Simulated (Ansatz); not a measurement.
Reaction (SMILES): P (PH3) → [PH2] (PH2) + H atom
B3LYP-D3(BJ)/def2-TZVP geometries, fixed; electronic energies without zero-point terms.
Largest species:
```
P
H 1 1.4188
H 1 1.4188 2 93.38
H 1 1.4188 2 93.38 3 93.59
```

Basis-set convergence of the bond dissociation energy at CCSD(T) with Ansatz (a first-principles code). Cartesian d functions, on some or all atoms, in 6-31G*, 6-31G**, 6-311G**; all else is spherical. Cores are frozen. Open shells are unrestricted. No added dispersion term, no relativity. Functions are those of the species that has most. Reference: Hartree-Fock in aug-cc-pV(Q+d)Z plus the correlation part extrapolated as X^-3 from aug-cc-pV(T+d)Z and aug-cc-pV(Q+d)Z, 87.75 kcal/mol, itself unsure by roughly 0.25 kcal/mol (a third of the extrapolation step and of the last Hartree-Fock step). Deviations are taken from unrounded values.

```tsv
basis	functions	bond dissociation energy (kcal/mol)	minus reference (kcal/mol)
STO-3G	12	99.71	11.95
3-21G	19	68.73	-19.03
6-31G	19	67.42	-20.34
pcseg-0	19	67.36	-20.39
6-31G*	25	75.84	-11.91
def2-SVP	33	82.49	-5.27
6-31G**	34	81.44	-6.31
6-311G**	45	83.34	-4.42
aug-pcseg-1	54	82.50	-5.26
def2-TZVP	55	84.13	-3.62
aug-cc-pV(D+d)Z	59	82.79	-4.96
6-311++G(2d,2p)	65	83.95	-3.80
pcseg-2	76	86.45	-1.30
def2-TZVPP	84	86.06	-1.69
def2-TZVPPD	99	86.06	-1.70
aug-pcseg-2	119	86.21	-1.54
def2-QZVPP	160	87.03	-0.72
def2-QZVPPD	175	87.03	-0.72
```
